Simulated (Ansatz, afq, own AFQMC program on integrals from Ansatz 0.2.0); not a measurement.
Integrals from Ansatz 0.2.0, then the random walk in our own AFQMC program (afq).

```yaml
crystal:
  periodic: [false, false, false]
  atoms:
    - {symbol: Si, position_ang: [0.000000, -0.036792, 1.649022]}
    - {symbol: Ge, position_ang: [0.000000, -0.003695, -0.646339]}
    - {symbol: H, position_ang: [0.000000, 1.291472, 0.631435]}
basis:
  gaussian: {orbitals: cc-pVDZ}
magnetization: {spin_polarized: true, initial_magnetization: 1}
correlation: {method: ccsd_t, electrons: outside_noble_gas, hamiltonian_folder: ham}
```

```sh
$ ansatz run in.yaml --threads 1 --pin off --events-out ev --progress --plain --max-ram 16896MiB --backend cuda --devices 0, --max-vram 18GiB
```

afq runs on the folder ham with

```
--method free --trial cisd --walkers 4000 --time-step 0.03 --max-blocks 4000 --target-error 0.00036 --factor-cut 1e-05 --seed 8418 --times 0,0.3,0.6,1.2,1.8,2.4,3.6,4.8,6 --taylor-order 8
```

Times are imaginary, in 1/Eh. The walk had a cap of 61 s. Filled inner d shells are frozen with the cores.

```
orbitals 31  electrons 5 4  factors 241 of 558
reference energy -2364.76842570 Eh
CCSD correlation -0.18261570 Eh in 12 cycles, weight of the determinant in the CISD state 0.8596
repeat  energy at the last time / Eh  error
    10  -2364.960909  0.000143
    20  -2364.961070  0.000130
    30  -2364.961159  0.000126
time / (1/Eh)  energy / Eh  error  mean overlap
  0.00  -2364.951044  0.000026  1.1636
  0.30  -2364.955010  0.000031  1.1640
  0.60  -2364.957113  0.000038  1.1666
  1.20  -2364.959137  0.000053  1.1728
  1.80  -2364.960082  0.000051  1.1756
  2.40  -2364.960621  0.000058  1.1772
  3.60  -2364.961015  0.000086  1.1862
  4.80  -2364.961199  0.000106  1.1935
  6.00  -2364.961174  0.000123  1.2108
energy -2364.961174 +/- 0.000123 Eh
```

Task: Estimate how long the walk took on 1 × NVIDIA H100 80GB HBM3 with 2 threads of AMD EPYC 7R13 Processor (Zen 3) (shared host) (the card was shared).

Result: 22 s of wall time.

The run passed its tests (error under three times the target), which doesn't prove that it has relaxed.

Against this walk (error 3.4 meV) on the same determinant: CCSD(T) 55.4 meV higher, CCSDT(Q) 1.1 meV higher (within the noise), CCSDTQ 0.0 meV lower (within the noise). The error is statistical, and a free projection of finite length keeps a remainder of its start.

Cautions: remainder of the start not in the error; no relativity below Rb; no spin-orbit coupling; inner d shell frozen.

CCSDT and higher add their correlation energy to the determinant of the CCSD(T) run, since their own runs factorise the integrals more tightly (a shift of under 2 meV). A walk keeps the symmetry of its determinant, which the program's search chose and which needn't be the lowest solution, so a lower state of the same spin and another symmetry isn't excluded.
